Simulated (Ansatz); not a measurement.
# BeMgH (quartet): the correlation ladder, def2-TZVPP

An exercise on one series of results from a longer session: the logs are not shown, and one member is left open.

Method: def2-TZVPP, core rule «outside noble gas», up to 6 orbitals frozen; program: Ansatz 0.2.0, Gaussian basis.

The runs, in order: UHF; ROHF; CCSD(T) on UHF.

2 further runs of the same task are left out: 2 set aside as unsound or not needed.

## The geometry

The geometry is a PBE0/def2-TZVP stationary point (not a proven minimum) of the parent state, kept for this charge and spin.

3 atoms, charge 0, spin multiplicity 4.

Atoms are counted from 1 here; the program's logs count them from 0.

Bond lengths: Mg2–H3 1.724 Å.

Set-up of the first run:

in.yaml

```yaml
crystal:
  periodic: [false, false, false]
  atoms:
    - {symbol: Be, position_ang: [0.000000, 0.000000, 2.297743]}
    - {symbol: Mg, position_ang: [0.000000, 0.000000, -0.286971]}
    - {symbol: H, position_ang: [0.000000, 0.000000, -2.010772]}
basis:
  gaussian: {orbitals: def2-TZVPP}
magnetization: {spin_polarized: true, initial_magnetization: 3}
hamiltonian: {xc: hf}
output: {orbitals: {seedname: orbitals}}
```

On the command line:

```bash
> ansatz run in.yaml --threads 1 --pin off --events-out ev --progress --plain --max-ram 4096MiB --backend cpu
```

Among the steps run: UHF; ROHF; CCSD(T) on UHF.

One of the session's tables, all rows but one given; the rest of the session is left out.

```
  method  from UCCSD(T) (kJ/mol)
    ROHF                  +142.5
     UHF                  +141.2
    UMP2                   +41.8
   UCCSD                       ?
UCCSD(T)                       0
```

**Question.** Estimate the row for UCCSD.

As computed: from UCCSD(T) (kJ/mol): +2.0. In the column «from UCCSD(T) (kJ/mol)» it lies between UCCSD(T) (0) and UMP2 (+41.8).
